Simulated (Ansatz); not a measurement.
Born–Oppenheimer molecular dynamics of CH5O (7 atoms, charge 0, multiplicity 2). It starts from a rough guess of a transition structure, not a stationary point.

Level of theory: Ansatz 0.2.0, UKS B3LYP/def2-SVP.

* ensemble: NVE (velocity Verlet)
* time step: 0.5 fs
* steps asked: 150
* starting velocities drawn for: 300 K
* seed: 265001

First frame:

```xyz
7
Properties=species:S:1:pos:R:3
H -0.914 -0.329 -0.507
C 0.218 -0.261 0.313
O 1.126 0.641 -0.208
H -1.700 -0.337 -1.091
H 0.639 -1.259 0.271
H -0.182 0.004 1.290
H 0.814 1.541 -0.068
```

(1) How far do the bonds stretch over the last three quarters of this one trajectory? (Pairs bonded in most of those frames.)

## Answers

(1) 
```
 bond  mean (Å)  spread (Å)  shortest  longest
H1–H4     0.764       0.030      0.72     0.81
C2–O3     1.361       0.015      1.34     1.39
C2–H5     1.096       0.036      1.04     1.15
C2–H6     1.094       0.010      1.07     1.11
O3–H7     0.967       0.008      0.95     0.98
```

Mean temperature of the second half: 909 K. The conserved energy stayed within 0.21 meV per atom of its start (net change 0.064 meV per atom), so the integration is sound. The system heated up, since it started high on the potential surface and ran downhill. A run of 0.075 ps of so small a system gives no equilibrium averages.

The run took 3.9 min on 1 CPU thread of a shared host.
